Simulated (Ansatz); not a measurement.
## Atomization energy of C₂H₅Cl, singlet, from cheap to dear

Geometry (MP2(full)/6-31G*, from the G2/97 set):

```xyz
8

C     0.0947    0.8946    0.0000
C     1.6005    0.7348    0.0000
Cl   -0.7289   -0.6930    0.0000
H    -0.2503    1.4286    0.8852
H    -0.2503    1.4286   -0.8852
H     2.0716    1.7218    0.0000
H     1.9339    0.1912    0.8854
H     1.9339    0.1912   -0.8854
```

Measured, as an electronic atomization energy: 691.1 kcal/mol (G2/97 heats of formation of molecule and atoms, with zero-point and thermal terms from B3LYP taken off; Curtiss et al., J. Chem. Phys. 106, 1063 (1997), Staroverov et al., J. Chem. Phys. 119, 12129 (2003)). The measured value holds scalar relativity and spin–orbit coupling, which all computed ones lack, and core correlation, which the wave-function levels lack. Atoms are taken at the same level; beside RHF, RMP2 and RCC rows they are unrestricted. The atoms' steps beyond CCSDT(Q) are taken from restricted open-shell runs, which share full CI's core. Ansatz 0.2.0; the 6-31G* set has Cartesian d functions; a miss is computed less measured; times are wall times on shared hosts and scatter by a factor of two or so.

| level | basis | miss (kcal/mol) | time of the run | hardware |
| --- | --- | --- | --- | --- |
| RCCSD(T) | STO-3G | 27.4 | 0.27 s | 1 CPU thread |
| RHF | cc-pV(D+d)Z | -176.7 | 0.76 s | 1 CPU thread |
| RPA-PBE | STO-3G | 2.9 | 0.76 s | 1 CPU thread |
| PBE | 6-31G | -3.3 | 0.79 s | 1 CPU thread |
| BCCD(T) | 6-31G | -97.2 | 0.79 s | 1 CPU thread |
| RPA-PBE | 6-31G | -129.1 | 1 s | 1 CPU thread |
| RCCSD(T) | 6-31G* | -58.6 | 1.1 s | 1 CPU thread |
| B3LYP | 6-31G* | -3.5 | 1.1 s | 1 CPU thread |
| BCCD(T) | 6-31G* | -58.5 | 1.3 s | 1 CPU thread |
| RCCSDT(Q) | STO-3G | 27.6 | 1.4 s | 1 CPU thread |
| PBE0 | cc-pV(D+d)Z | -5.4 | 1.6 s | 1 CPU thread |
| CISD | 6-31G | -113.9 | 1.7 s | 1 CPU thread |
| RCCSD(T) | cc-pV(D+d)Z | -46.7 | 1.8 s | 1 CPU thread |
| B2PLYP | cc-pV(D+d)Z | -23.0 | 2.1 s | 1 CPU thread |
| r2SCAN | cc-pV(D+d)Z | -6.2 | 2.2 s | 1 CPU thread |
| wB97M-V | STO-3G | 153.2 | 2.3 s | 1 CPU thread |
| RPA-PBE | cc-pV(T+d)Z | -44.1 | 2.7 s | H100 + 2 CPU threads |
| RHF | cc-pV(T+d)Z | -168.9 | 2.7 s | 1 CPU thread |
| B97M-V | 6-31G | -15.4 | 2.7 s | 1 CPU thread |
| BCCD(T) | cc-pV(T+d)Z | -14.9 | 2.9 s | H100 + 2 CPU threads |
| BLYP | cc-pV(T+d)Z | -10.2 | 2.9 s | H100 + 2 CPU threads |
| B3LYP | cc-pV(Q+d)Z | -3.5 | 3 s | H100 + 2 CPU threads |
| B97M-V | 6-31G* | 3.4 | 3.7 s | 1 CPU thread |
| PBE | cc-pV(Q+d)Z | 10.3 | 3.7 s | H100 + 2 CPU threads |
| r2SCANh | cc-pV(T+d)Z | -0.9 | 3.8 s | H100 + 2 CPU threads |
| PBE0 | cc-pV(Q+d)Z | 3.0 | 4 s | H100 + 2 CPU threads |
| wB97X-V | cc-pV(T+d)Z | 1.2 | 4.1 s | H100 + 2 CPU threads |
| PBE-QIDH | cc-pV(T+d)Z | -0.6 | 4.2 s | H100 + 2 CPU threads |
| wB97M-V | cc-pV(D+d)Z | -1.2 | 5 s | 1 CPU thread |
| wB97M-V | cc-pV(T+d)Z | 2.5 | 5.5 s (with forces) | H100 + 2 CPU threads |
| r2SCAN | cc-pV(T+d)Z | 1.8 | 5.5 s (with forces) | H100 + 2 CPU threads |
| CISDTQ | STO-3G | 27.4 | 6 s | 1 CPU thread |
| B2PLYP | cc-pV(Q+d)Z | -3.1 | 6 s | H100 + 2 CPU threads |
| B3LYP | cc-pV(T+d)Z | -4.4 | 6.5 s | H100 + 2 CPU threads |
| BHLYP | cc-pV(T+d)Z | -18.2 | 7.5 s | H100 + 2 CPU threads |
| RCCSD(T) | cc-pV(Q+d)Z | -5.9 | 7.5 s | H100 + 2 CPU threads |
| RPA-PBE | cc-pV(Q+d)Z | -36.5 | 9 s | H100 + 2 CPU threads |
| CISD | cc-pV(D+d)Z | -85.5 | 12 s | 1 CPU thread |
| r2SCANh | cc-pV(Q+d)Z | -0.4 | 15 s | H100 + 2 CPU threads |
| RCCSDTQ | STO-3G | 27.7 | 23 s | 1 CPU thread |

HF's time is that of a plain UHF run.

The smallest set from which on each level stays within 1 kcal/mol of its own cc-pV(Q+d)Z value: RHF cc-pV(T+d)Z; PBE cc-pV(T+d)Z; r2SCAN cc-pV(T+d)Z; B3LYP cc-pV(T+d)Z; wB97M-V cc-pV(T+d)Z; B2PLYP none (cc-pV(T+d)Z is 3.4 kcal/mol off); RMP2 none (cc-pV(T+d)Z is 9.7 kcal/mol off); RCCSD(T) none (cc-pV(T+d)Z is 9.2 kcal/mol off).
